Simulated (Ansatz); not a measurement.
# CF: the cost of one run

Computed with Ansatz 0.2.0 (CCSD(T) on unrestricted Hartree-Fock, Gaussian basis cc-pV(T+d)Z, and further levels as typed in the inputs, unless a step's input says otherwise).

**1. The system as given**

Bond lengths: C1–F2 1.270 Å.

Coordinates:

```xyz
2

C     0.0000    0.0000    0.0000
F     0.0000    0.0000    1.2700
```

**2. Relaxing the atoms: CF**

input.yaml

```yaml
relax:
  f_tol: 0.001
  max_steps: 200
crystal:
  periodic: [false, false, false]
  atoms:
    - { symbol: C, position_ang: [0.0, 0.0, 0.0] }
    - { symbol: F, position_ang: [0.0, 0.0, 1.27] }
magnetization:
  spin_polarized: true
  initial_magnetization: 1
basis:
  gaussian: { orbitals: "cc-pV(T+d)Z.json" }
hamiltonian:
  xc: hf
correlation:
  method: ccsd_t
scf:
  omitted_lower_state_checks: [cluster_reference]
```

Launch:

```sh
$ ansatz run input.yaml --threads 1 --pin off --max-ram 2457MiB --backend cpu --events-out ev --progress --plain --runs-dir out
```

What time and memory should one allow on 1 thread of Intel Xeon at 2.30GHz, shared host?

About 36 s, with a peak of 0.3 GiB.
